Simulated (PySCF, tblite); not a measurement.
## fluoride and 2 × methanol

A gas-phase complex of fluoride and 2 × methanol; charge -1, singlet. The structure comes from a short search (6 tight-binding starts) and was relaxed by PBE0-D3(BJ)/def2-SVPD; another way of binding may lie lower. No frequency run checks that it is a minimum.

Parts: 1 = fluoride ([F-]), atoms 1, charge -1; 2 = methanol (CO), atoms 2–7; 3 = methanol (CO), atoms 8–13.

```xyz
13

F     0.785    0.385   -0.834
C    -1.460    2.561   -0.780
O    -0.197    2.602   -1.337
H    -2.001    3.495   -1.019
H    -1.443    2.465    0.327
H    -2.075    1.718   -1.161
H     0.261    1.708   -1.144
C    -0.898   -0.623   -3.249
O     0.246   -1.177   -2.700
H    -1.055   -1.026   -4.267
H    -0.839    0.480   -3.329
H    -1.816   -0.854   -2.664
H     0.518   -0.589   -1.917
```
Atoms count from 1 in this order.

```tsv
contact	kind (by geometry)	distance (Å)	angle (°)
H7···F1	hydrogen bond	1.456	174
H13···F1	hydrogen bond	1.481	173
```

Deforming the relaxed parts to their shape here costs 5.2 kcal/mol, which the interaction energies leave out.

Interaction energies are complex less parts, with the parts frozen as they stand in it; counterpoise-corrected, in kcal/mol (PySCF).

Problem. Give the interaction energy at each level run.

Solution. 
```json
{"level": "wB97M-D3(BJ)/def2-SVPD", "interaction": "-56.18", "superposition error removed": "-1.25"}
{"level": "PBE0-D3(BJ)/def2-SVPD", "interaction": "-59.03", "superposition error removed": "-1.31"}
```

Problem. What holds them together? Decompose the wB97M-D3(BJ)/def2-SVPD energy: frozen parts, their antisymmetrised product, then relaxation.

Solution. electrostatic -81.7, Pauli repulsion +72.2, orbital relaxation -45.8, dispersion correction -2.2 kcal/mol, which sum to the value before the counterpoise correction; the Pauli term holds the exchange-correlation of the frozen density too. Of the attraction, 63 % is electrostatic, 35 % is orbital relaxation, 2 % is dispersion correction.

Problem. Are the pair energies additive?

Solution. The pairs sum to -62.36 kcal/mol (1–2 -31.6, 1–3 -31.2, 2–3 0.5); the rest of +6.18 is a many-body weakening.

The parts were also relaxed and run alone, at the levels used for the complex: shieldings by PBE0/aug-pcSseg-2; core levels by delta-SCF with SCAN, aug-pcX-2 on the ionised atom and aug-pcseg-1 elsewhere, spin-free X2C.

Values alone: O3–H7 bond (Å): 0.960; shielding of H7 (ppm): 31.75; shielding of F1 (ppm): 479.9; shielding of H13 (ppm): 31.75; shielding of O3 (ppm): 327.8; F1 1s core level (eV): 680.05; O3 1s core level (eV): 539.02; O9 1s core level (eV): 539.02.

Problem. How do these values change when the complex forms?

Solution. 
| property | alone | in the complex | change |
| --- | --- | --- | --- |
| O3–H7 bond (Å) | 0.960 | 1.023 | +0.063 |
| shielding of H7 (ppm) | 31.75 | 19.50 | -12.25 |
| shielding of F1 (ppm) | 479.9 | 373.2 | -106.7 |
| shielding of H13 (ppm) | 31.75 | 20.37 | -11.38 |
| shielding of O3 (ppm) | 327.8 | 326.7 | -1.1 |
| F1 1s core level (eV) | 680.05 | 683.56 | +3.51 |
| O3 1s core level (eV) | 539.02 | 532.90 | -6.12 |
| O9 1s core level (eV) | 539.02 | 532.89 | -6.14 |

Density functionals tend to overstate the lengthening and the red shift of so strongly bound an X–H bond.
